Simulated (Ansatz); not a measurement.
**Si2H7, doublet: from triple and quadruple zeta to the limit**

```xyz
9

Si   -1.6461    0.0000    0.0000
H    -2.1410    1.3997    0.0000
H    -2.1410   -0.6999    1.2122
H    -2.1410   -0.6999   -1.2122
H     0.0499    0.0000    0.0000
Si    1.6489    0.0000    0.0000
H     2.0988   -1.4163    0.0000
H     2.0988    0.7081   -1.2265
H     2.0988    0.7081    1.2265
```

Ansatz 0.2.0, UHF determinant, valence electrons correlated. Energies in eV.

```csv
set,X,functions,Hartree–Fock,MP2 correlation,CCSD(T) correlation,time
def2-TZVPP,3,182,-15833.0049,-7.5746,-9.3446,7.5 s on 1 × NVIDIA H100 80GB HBM3 with 1 thread of AMD EPYC 7R13 Processor (Zen 3) (shared host)
def2-QZVPP,4,350,-15833.5095,-8.0816,-9.7639,21 s on 1 × NVIDIA H100 80GB HBM3 with 1 thread of AMD EPYC 7R13 Processor (Zen 3) (shared host)
```

Hartree–Fock is taken to follow E(X) = E∞ + A·exp(−7.88·√X), correlation E(X) = E∞ + B·X^−2.97.

Problem. Work out the CCSD(T) energy at the limit, and how far the shortcut misses it that extrapolates MP2 and adds CCSD(T) minus MP2 from the smaller set.

Solution. Hartree–Fock: E∞ = E4 + 0.1377·(E4 − E3) = -15833.5790. Correlation: E∞ = E4 + 0.7407·(E4 − E3) = -10.0744 for CCSD(T) and -8.4571 for MP2. The limit is -15843.6534 eV, 0.380 eV below def2-QZVPP. The shortcut gives a correlation energy of -8.4571 + (-1.7700) = -10.2272, 153 meV lower than the direct value.

Past Ne part of the Hartree–Fock step between the two sets comes from the cores, which don't follow the formula, so the 70 meV that it adds to the total can overshoot; that part largely cancels in differences.
